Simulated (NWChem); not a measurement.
Program: NWChem. System: O$_{2}$ (+1), charge 1, spin multiplicity 2, at a geometry optimised with UB3LYP/def2-SVP. The structure started from a generated list of species. Its SCF solution wasn't tested for a lower state. Level: UMP2/def2-TZVP, 2 core orbitals frozen.

Job file:

```
start mol
memory heap 200 mb stack 900 mb global 1100 mb
charge 1
geometry units angstroms nocenter noautoz
  O      0.000000     0.000000     0.553488
  O      0.000000     0.000000    -0.553488
  symmetry group D2h
end
basis spherical
  * library def2-tzvp
end
scf
  uhf
  nopen 1
  maxiter 100
  thresh 1e-7
  semidirect memsize 60000000 filesize 0
  # guess.movecs holds the orbitals of an unrestricted PBE0 run
  vectors input guess.movecs output mol.movecs
end
mp2
  freeze core 2
end
task mp2 energy
```

Part of the output:

```
             Northwest Computational Chemistry Package (NWChem) 7.3.0
             --------------------------------------------------------

                                NWChem Input Module
                                -------------------

 Scaling coordinates for geometry "geometry" by  1.889725989
 (inverse scale =  0.529177249)

 Turning off AUTOSYM since
 SYMMETRY directive was detected!

                             Geometry "geometry" -> ""
                             -------------------------

 Output coordinates in angstroms (scale by  1.889725989 to convert to a.u.)

  No.       Tag          Charge          X              Y              Z
 ---- ---------------- ---------- -------------- -------------- --------------
    1 O                    8.0000     0.00000000     0.00000000     0.55348800
    2 O                    8.0000     0.00000000     0.00000000    -0.55348800

 Effective nuclear repulsion energy (a.u.)      30.5944699216

            Nuclear Dipole moment (a.u.)
            ----------------------------
        X                 Y               Z
 ---------------- ---------------- ----------------
     0.0000000000     0.0000000000     0.0000000000

      Symmetry information
      --------------------

 Group name             D2h
 Group number             26
 Group order               8
 No. of unique centers     1

      Symmetry unique atoms

     1


 Summary of "ao basis" -> "" (spherical)
 ------------------------------------------------------------------------------
       Tag                 Description            Shells   Functions and Types
 ---------------- ------------------------------  ------  ---------------------
 *                         def2-tzvp                  on all atoms

 Summary of "ao basis" -> "ao basis" (spherical)
 ------------------------------------------------------------------------------
       Tag                 Description            Shells   Functions and Types
 ---------------- ------------------------------  ------  ---------------------
 O                         def2-tzvp                11       31   5s3p2d1f

                                 NWChem SCF Module
                                 -----------------

  ao basis        = "ao basis"
  functions       =    62
  atoms           =     2
  alpha electrons =     8
  beta  electrons =     7
  charge          =   1.00
  wavefunction    = UHF
  use symmetry    = T
  symmetry adapt  = T

 Summary of "ao basis" -> "ao basis" (spherical)
 ------------------------------------------------------------------------------
       Tag                 Description            Shells   Functions and Types
 ---------------- ------------------------------  ------  ---------------------
 O                         def2-tzvp                11       31   5s3p2d1f

      Symmetry analysis of basis
      --------------------------

        ag         14
        au          3
        b1g         3
        b1u        14
        b2g         7
        b2u         7
        b3g         7
        b3u         7

 Forming initial guess at       0.1s

   Symmetry analysis of molecular orbitals - initial alpha
   -------------------------------------------------------

  Numbering of irreducible representations:

     1 ag          2 au          3 b1g         4 b1u         5 b2g
     6 b2u         7 b3g         8 b3u

  Orbital symmetries:

     1 ag          2 b1u         3 ag          4 b1u         5 b3u
     6 b2u         7 ag          8 b2g         9 b3g        10 b1u
[...]
    2 O    8     7.50   0.80  1.18  0.66  0.99  0.25  1.68  1.60  0.27  0.01  0.07  0.01

  Mulliken analysis of the alpha density
  --------------------------------------

    Atom       Charge   Shell Charges
 -----------   ------   -------------------------------------------------------
    1 O    8     4.00   0.40  0.59  0.34  0.50  0.12  0.99  0.89  0.13  0.01  0.03  0.00
    2 O    8     4.00   0.40  0.59  0.34  0.50  0.12  0.99  0.89  0.13  0.01  0.03  0.00

   Mulliken analysis of the beta density
   -------------------------------------

    Atom       Charge   Shell Charges
 -----------   ------   -------------------------------------------------------
    1 O    8     3.50   0.40  0.59  0.32  0.49  0.13  0.68  0.70  0.14  0.01  0.04  0.00
    2 O    8     3.50   0.40  0.59  0.32  0.49  0.13  0.68  0.70  0.14  0.01  0.04  0.00

   Mulliken analysis of the spin density
   -------------------------------------

    Atom       Charge   Shell Charges
 -----------   ------   -------------------------------------------------------
    1 O    8     0.50   0.00 -0.00  0.02  0.00 -0.01  0.31  0.19 -0.00 -0.00 -0.01 -0.00
    2 O    8     0.50   0.00 -0.00  0.02  0.00 -0.01  0.31  0.19 -0.00 -0.00 -0.01 -0.00

       Multipole analysis of the density wrt the origin
       ------------------------------------------------

     L   x y z        total         alpha         beta         nuclear
     -   - - -        -----         -----         ----         -------
     0   0 0 0      1.000000     -8.000000     -7.000000     16.000000

     1   1 0 0      0.000000      0.000000     -0.000000      0.000000
     1   0 1 0     -0.000000      0.000000     -0.000000      0.000000
     1   0 0 1     -0.000000     -0.000000     -0.000000      0.000000

     2   2 0 0     -6.137293     -3.415189     -2.722104      0.000000
     2   1 1 0     -0.000000      0.000000     -0.000000      0.000000
     2   1 0 1      0.000000     -0.000000      0.000000      0.000000
     2   0 2 0     -5.632297     -2.885436     -2.746861      0.000000
     2   0 1 1      0.000000      0.000000      0.000000      0.000000
     2   0 0 2     -4.950668    -12.000384    -10.454154     17.503870

                   NWChem MP2 Semi-direct Energy/Gradient Module
                   ---------------------------------------------

  Basis functions       =     62
  Molecular orbitals    =     62
  Frozen core           =      2
  Frozen virtuals       =      0
  Active alpha occupied =      6
  Active beta occupied  =      5
  Active alpha virtual  =     54
  Active beta virtual   =     55
  Use MO symmetry       = T
  Use skeleton AO sym   = T

  AO/Fock/Back tols     =   1.0D-09  1.0D-09  1.0D-09

 GA uses MA = F    GA memory limited = T

 Available:
  local mem=  1.26D+08
 global mem=  1.44D+08
 local disk=  0.00D+00
  mp2_memr nvloc                    54
  nvloc new                    54
   1 passes of   6:        4194304                      24035                   2156970.
   1 passes of   6: M    126153898           G      144171512           F     121959594.

 Semi-direct pass number   1 of   1  for UHF alpha       at        0.5s
  vrange nnbf                  1952
  mp2_eaftype                    10  avail_ma_in_mb                  1099
 EAF : mp2_eaftype filesize          10    1078485.
  mp2_eaf for mointskh                     10
Node 0 wrote      5.1 Mb in      0.0 s     Agg I/O rate:   949.7 Mb/s
 Done moints_semi at        1.1s
  mp2_eaftype                    10  avail_ma_in_mb                  1089
 EAF : mp2_eaftype filesize          10    1078485.
  mp2_eaf for kh                    10
 Done maket at        1.1s
 Done multipass loop at        1.1s

 GA uses MA = F    GA memory limited = T

 Available:
  local mem=  1.26D+08
 global mem=  1.44D+08
 local disk=  0.00D+00
  mp2_memr nvloc                    55
  nvloc new                    55
   1 passes of   5:        4194304                      21586                   1831767.
   1 passes of   5: M    126153898           G      144171512           F     121959594.

 Semi-direct pass number   1 of   1  for UHF beta        at        1.1s
  vrange nnbf                  1952
  mp2_eaftype                    10  avail_ma_in_mb                  1099
 EAF : mp2_eaftype filesize          10     915884.
  mp2_eaf for mointskh                     10
Node 0 wrote      4.3 Mb in      0.0 s     Agg I/O rate:  1931.0 Mb/s
 Done moints_semi at        1.6s
  mp2_eaftype                    10  avail_ma_in_mb                  1089
 EAF : mp2_eaftype filesize          10     915884.
  mp2_eaf for kh                    10
 Done maket at        1.7s
 Done multipass loop at        1.7s

          -------------------------------------------
          SCF energy                -149.236072500482
          Correlation energy          -0.449494612329
          Singlet pairs                0.000000000000
          Triplet pairs                0.000000000000
          Total MP2 energy          -149.685567112811
          -------------------------------------------

          ---------------------------------------------------
                    Spin Component Scaled (SCS) MP2
          Same spin pairs                     -0.120514650834
          Same spin scaling factor             0.333333333333
          Opposite spin pairs                 -0.328979961495
          Opposite spin scaling fact.          1.200000000000
          SCS-MP2 correlation energy          -0.434947504072
          Total SCS-MP2 energy              -149.671020004554
          ---------------------------------------------------

 -----------------------
 Performance information
 -----------------------

 Timer overhead =  1.64D-07 seconds/call

               Nr. of calls         CPU time (s)                 Wall time (s)                GFlops
             ---------------    -------------------     ------------------------------   -------------------
Name         Min   Avg   Max    Min     Avg     Max     Min     Avg     Max   Mx/calls   Min     Max     Sum
mp2: moin     2     2     2    1.1     1.1     1.1      1.1     1.1     1.1    0.53      0.0     0.0     0.0
mp2: make     2     2     2   5.06E-2 5.06E-2 5.06E-2  5.06E-2 5.06E-2 5.06E-2 2.53E-2   0.0     0.0     0.0
mp2: tota     1     1     1    1.2     1.2     1.2      1.2     1.2     1.2     1.2      0.0     0.0     0.0

 The average no. of pstat calls per process was 5.00D+00
 with a timing overhead of 8.21D-07s

 Task  times  cpu:        1.6s     wall:        1.6s

 Total times  cpu:        1.7s     wall:        1.7s
```
